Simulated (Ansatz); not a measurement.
# Bulk modulus of some cubic tetrahedrally bonded semiconductors and semimetals

Method: B3LYP (VWN-RPA form) (PAW; Ansatz, a quantum-chemistry and plane-wave program). References are measured values corrected to a static lattice. The table is a random draw of 6 from 12 solids with such references.

Values in GPa.

```tsv
solid	reference	B3LYP (VWN-RPA form)	error (%)
zinc-blende BP	176 (168–176)	162	-8.0
zinc-blende InSb	46.1	36.7	-20
zinc-blende GaAs	76.7	?	?
cubic BN	410 (388–410)	386	-5.9
diamond-structure Si	101	89.5	-11.4
diamond-structure Ge	77.3	58.0	-25
```

Task: Estimate the withheld B3LYP (VWN-RPA form) value.

Result: The errors of the other rows run from -25 % to -5.9 %, with a median of -11.4 %; carried to the reference 76.7 it gives 68.0 GPa. The run gives 62.1 GPa (-19.0 %), -8.7 % from the estimate; the row was drawn at random, and such an estimate is rough. Over these 6 solids the mean error is -14.9 %, the mean absolute error 14.9 % (median 15.2 %), and the worst case diamond-structure Ge at -25 %; the value is below the reference in 6 of 6 cases. Over all 12, from unrounded values, the mean error is -12.6 % and the mean absolute error 12.6 % (median 12.3 %). Caveats on values not shown: the gap of the solid is closed in this run (1).

All these references are brought to a static lattice.

Spin–orbit coupling is left out, also for the solids with elements from indium on (zinc-blende InSb); its size isn't shown.

Brackets give the range of the sources taken for a reference, where it is wide; it can hold other temperatures.

Differences are worked out from the printed values.

Each level is taken at its own relaxed cell. Caveats: the gap of the solid is closed in this run (zinc-blende InSb, diamond-structure Ge). Ansatz's density-functional and Hartree–Fock values are scalar-relativistic unless marked +SOC, with PAW data made under PBE.

Not in this set, of the tetrahedrally bonded semiconductors and semimetals with a reference value in our tables and a result at some level: 16 for a reference at room or unstated temperature; 2 for a high-temperature or high-pressure phase; 1 for sources at odds; 1 for a value of another source that differs by over 15 % in a way that heat doesn't explain. These can be a level's best or worst cases. At least 5 more with a reference value are held back for tests. Solids without a released value at any level aren't counted. Layered and molecular crystals are counted apart. The metals Ce to Yb are counted apart.

References as tabulated in Mejia-Rodriguez and Trickey (2018), arXiv:1807.09216; Goldzak et al. (2022), arXiv:2208.04865; Sun et al. (2011), doi:10.1103/physrevb.84.035117; Tanner et al. (2021), arXiv:2110.11888.
